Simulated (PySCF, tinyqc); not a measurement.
Worked calculation: RHF in the sto-6g basis, for CH2, spin multiplicity 1. The lowest restricted solution is unstable here: a spin-polarised one lies 0.0423 hartree lower (PySCF). One step of it, computed by the program tinyqc.

Question. Iteration 9 (converged): orbitals. Diagonalise F' = X^T F X, C = X C', fill 4 alpha and 4 beta electrons from the bottom; D = 2 C_occ C_occ^T. Each column has its largest component positive (the first on a tie).

converged F (hartree), lower triangle:
```
             1C 1s      1C 2s    1C 2px     1C 2py     1C 2pz      2H 1s      3H 1s
1C 1s   -11.134636
1C 2s    -2.852439  -1.397932
1C 2px    0.000000   0.000000  0.228134
1C 2py    0.000000   0.000000  0.000000  -0.282390
1C 2pz   -0.026404  -0.097778  0.000000   0.000000  -0.263469
2H 1s    -0.812317  -0.740175  0.000000  -0.388490  -0.261619  -0.525754
3H 1s    -0.812317  -0.740175  0.000000   0.388490  -0.261619  -0.244170  -0.525754
```

X, lower triangle:
```
            1C 1s      1C 2s    1C 2px     1C 2py     1C 2pz      2H 1s     3H 1s
1C 1s    1.025636
1C 2s   -0.150791   1.335078
1C 2px   0.000000   0.000000  1.000000
1C 2py   0.000000   0.000000  0.000000   1.212458
1C 2pz  -0.011155   0.142917  0.000000   0.000000   1.065495
2H 1s    0.023295  -0.375868  0.000000  -0.321948  -0.172757   1.294223
3H 1s    0.023295  -0.375868  0.000000   0.321948  -0.172757  -0.037678  1.294223
```

Give: F' = X^T F X; orbital energies; coefficients C; D after iteration 9.

Answer.

F' = X^T F X (hartree), lower triangle:
```
          1        2       3        4        5        6       7
1  -10.9299
2   -1.4556  -0.4977
3    0.0000   0.0000  0.2281
4    0.0000   0.0000  0.0000   0.1331
5   -0.0383   0.1359  0.0000   0.0000  -0.1356
6   -0.1457  -0.4763  0.0000  -0.4769  -0.2640   0.0376
7   -0.1457  -0.4763  0.0000   0.4769  -0.2640  -0.0707  0.0376
```

orbital energies (hartree): MO1 -11.1371, MO2 -0.8418, MO3 -0.5539, MO4 -0.2884, MO5 0.2281, MO6 0.6710, MO7 0.7953

coefficients C:
```
            MO1      MO2      MO3      MO4     MO5      MO6      MO7
1C 1s    0.9957  -0.2085   0.0000   0.1141  0.0000  -0.1670   0.0000
1C 2s    0.0199   0.6496   0.0000  -0.5593  0.0000   1.1717   0.0000
1C 2px   0.0000   0.0000   0.0000   0.0000  1.0000   0.0000   0.0000
1C 2py   0.0000   0.0000   0.5245   0.0000  0.0000   0.0000   1.1842
1C 2pz   0.0048   0.1605   0.0000   0.8273  0.0000   0.7109   0.0000
2H 1s   -0.0051   0.2794   0.4465   0.1870  0.0000  -0.9209  -0.8895
3H 1s   -0.0051   0.2794  -0.4465   0.1870  0.0000  -0.9209   0.8895
```

D after iteration 9, lower triangle:
```
          1C 1s    1C 2s  1C 2px   1C 2py  1C 2pz    2H 1s   3H 1s
1C 1s    2.0960
1C 2s   -0.3588   1.4704
1C 2px   0.0000   0.0000  0.0000
1C 2py   0.0000   0.0000  0.0000   0.5503
1C 2pz   0.1316  -0.7167  0.0000   0.0000  1.4203
2H 1s   -0.0840   0.1535  0.0000   0.4684  0.3991   0.6248
3H 1s   -0.0840   0.1535  0.0000  -0.4684  0.3991  -0.1726  0.6248
```
